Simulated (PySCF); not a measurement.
How the method moves the proton affinities of isocyanate

Structure: `[N-]=C=O` ([CNO]-). Coordinates in Å; atoms count from 1 in this order:
```
N     1.2071    0.1799   -0.0126
C     0.0171    0.1022   -0.0078
O    -1.2019    0.0225   -0.0029
```

All levels share the PBE0-D3(BJ)/ma-def2-SVP structures and the PBE0-D3(BJ)/ma-def2-SVP thermal terms; only the single-point energies (PySCF) change. Values are proton affinities (298 K, kJ/mol).

```jsonl
{"level": "MP2/ma-def2-TZVP", "N1": "1413", "O3": "1305", "mean abs. error": "16.7", "time": "4.8 s"}
{"level": "CCSD(T)/ma-def2-TZVP", "N1": "1424", "O3": "1321", "mean abs. error": "3.2", "time": "97 s"}
{"level": "PBE0-D3(BJ)/ma-def2-TZVP", "N1": "1439", "O3": "1315", "mean abs. error": "9.7", "time": "–"}
{"level": "HF/ma-def2-TZVP", "N1": "1439", "O3": "1334", "mean abs. error": "11.2", "time": "0.94 s"}
{"level": "ATcT 1.112", "N1": "1428", "O3": "1324", "mean abs. error": "", "time": ""}
```

Times are wall times for all single points of a level on 1 thread of Arm Neoverse V2, a shared host; the dash marks the run that also made the structures.

Hartree-Fock leaves out electron correlation, so its proton affinities can be off by tens of kJ/mol.

The widest spread is that of O3: 30 kJ/mol, from 1305 to 1334.

Differences come from unrounded values, so a last digit can differ from that of the printed terms.
